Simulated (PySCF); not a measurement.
C4H4F2.
InChI=1S/C4H4F2/c5-4(6)2-1-3-4/h1-2H,3H2

The closed-shell ground state was solved at several levels (PySCF, density fitting, gas phase, non-relativistic). Isolated species at its GFN2-xTB geometry, gas phase.

| level | basis functions | HOMO (eV) | LUMO (eV) | gap (eV) | dipole (D) |
| --- | --- | --- | --- | --- | --- |
| B3LYP/pcJ-1 | 202 | -7.98 | -0.74 | 7.24 | 2.54 |
| PBE0/def2-SVPD | 158 | -8.28 | -0.63 | 7.65 | 2.71 |

**Question.** Estimate the row for PBE0/pcSseg-1, a basis of 122 functions; the other rows only guide the guess.

**Answer.** HOMO -8.24 eV, LUMO -0.52 eV, gap 7.72 eV, dipole 2.52 D.

**Question.** Over all these levels, which gives the widest orbital gap and which the narrowest?

**Answer.** PBE0/pcSseg-1 (global hybrid, 25 % exact exchange) has the widest, 7.72 eV, and B3LYP/pcJ-1 (global hybrid, 20 % exact exchange) the narrowest, 7.24 eV. Functional and basis both differ between the two, so the spread mixes both effects.

**Question.** How far do the dipole and the HOMO energy spread over the levels?

**Answer.** The dipole runs from 2.52 to 2.71 D (mean 2.59 D) and the HOMO from -8.28 to -7.98 eV.
